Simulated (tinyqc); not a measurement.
Extended Hueckel theory, for BH, step by step. One step of it, computed by the program tinyqc.

Question. Mulliken analysis. P = C n C^T; charge = valence electrons (H 1, B 3) minus the sum of (P S)_ii on the atom; overlap population = 2 sum P_ij S_ij between two atoms.

coefficients, order 1B 2s, 1B 2px, 1B 2py, 1B 2pz, 2H 1s:
$$\begin{pmatrix}
0.628253 & -0.625697 & 0.000000 & 0.000000 & -0.666860 \\
0.000000 & 0.000000 & -0.621900 & 0.783097 & 0.000000 \\
0.000000 & 0.000000 & 0.783097 & 0.621900 & 0.000000 \\
0.098602 & 0.660727 & 0.000000 & 0.000000 & -0.935051 \\
0.536252 & 0.359861 & 0.000000 & 0.000000 & 1.065099
\end{pmatrix}$$

occupations: [2.000000, 2.000000, 0.000000, 0.000000, 0.000000]

overlap S, order 1B 2s, 1B 2px, 1B 2py, 1B 2pz, 2H 1s:
$$\begin{pmatrix}
1.000000 & 0.000000 & 0.000000 & 0.000000 & 0.385777 \\
0.000000 & 1.000000 & 0.000000 & 0.000000 & 0.000000 \\
0.000000 & 0.000000 & 1.000000 & 0.000000 & 0.000000 \\
0.000000 & 0.000000 & 0.000000 & 1.000000 & 0.454576 \\
0.385777 & 0.000000 & 0.000000 & 0.454576 & 1.000000
\end{pmatrix}$$

Give: charges; Overlap populations.

Answer.

charges: 1B 0.185, 2H -0.185

Overlap populations:
```
pair     value
2-1   0.700906
```
